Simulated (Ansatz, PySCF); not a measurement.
Scan of H2P, doublet: symmetric bend, bond length relaxed. Scanned: H-P-H angle. Other coordinates (P-H bond length) were minimised at B3LYP/def2-TZVP.

- UKS-PBE/cc-pVDZ = Ansatz (a quantum-chemistry and plane-wave program) with unrestricted PBE/cc-pVDZ
- CCSDT/cc-pVDZ = CCSDT on UHF/cc-pVDZ, frozen core run with Ansatz
- UKS-BP86/6-31G* = PySCF with unrestricted BP86/6-31G*, spherical d

Energies in kcal/mol, each method relative to its own lowest point.

```json
[
 {"a / °": "180", "UKS-PBE/cc-pVDZ": "69.0", "CCSDT/cc-pVDZ": "75.4", "UKS-BP86/6-31G*": "70.7"},
 {"a / °": "169.43", "UKS-PBE/cc-pVDZ": "65.4", "CCSDT/cc-pVDZ": "70.9", "UKS-BP86/6-31G*": "67.2"},
 {"a / °": "161.76", "UKS-PBE/cc-pVDZ": "58.8", "CCSDT/cc-pVDZ": "62.9", "UKS-BP86/6-31G*": "60.7"},
 {"a / °": "147.65", "UKS-PBE/cc-pVDZ": "41.9", "CCSDT/cc-pVDZ": "44.0", "UKS-BP86/6-31G*": "43.4"},
 {"a / °": "140.13", "UKS-PBE/cc-pVDZ": "32.7", "CCSDT/cc-pVDZ": "34.1", "UKS-BP86/6-31G*": "33.8"},
 {"a / °": "129.83", "UKS-PBE/cc-pVDZ": "21.2", "CCSDT/cc-pVDZ": "21.9", "UKS-BP86/6-31G*": "22.0"},
 {"a / °": "118.41", "UKS-PBE/cc-pVDZ": "11.0", "CCSDT/cc-pVDZ": "11.1", "UKS-BP86/6-31G*": "11.4"},
 {"a / °": "108.15", "UKS-PBE/cc-pVDZ": "4.5", "CCSDT/cc-pVDZ": "4.3", "UKS-BP86/6-31G*": "4.6"},
 {"a / °": "101.79", "UKS-PBE/cc-pVDZ": "1.8", "CCSDT/cc-pVDZ": "1.6", "UKS-BP86/6-31G*": "1.9"},
 {"a / °": "90.23", "UKS-PBE/cc-pVDZ": "0.0", "CCSDT/cc-pVDZ": "0.0", "UKS-BP86/6-31G*": "0.0"},
 {"a / °": "81.60", "UKS-PBE/cc-pVDZ": "?", "CCSDT/cc-pVDZ": "?", "UKS-BP86/6-31G*": "?"},
 {"a / °": "70.20", "UKS-PBE/cc-pVDZ": "?", "CCSDT/cc-pVDZ": "7.7", "UKS-BP86/6-31G*": "7.3"},
 {"a / °": "60", "UKS-PBE/cc-pVDZ": "?", "CCSDT/cc-pVDZ": "16.6", "UKS-BP86/6-31G*": "16.3"}
]
```

Some entries are withheld; supply them.


- 81.60, UKS-PBE/cc-pVDZ: 1.2
- 81.60, CCSDT/cc-pVDZ: 1.7
- 81.60, UKS-BP86/6-31G*: 1.4
- 70.20, UKS-PBE/cc-pVDZ: 6.4
- 60, UKS-PBE/cc-pVDZ: 14.4

The unrestricted determinant behind CCSDT/cc-pVDZ is spin-contaminated on part of the scan (<S²> up to 1.2, against 0.75 for the pure state). The T1 diagnostic of CCSDT/cc-pVDZ reaches 0.11.
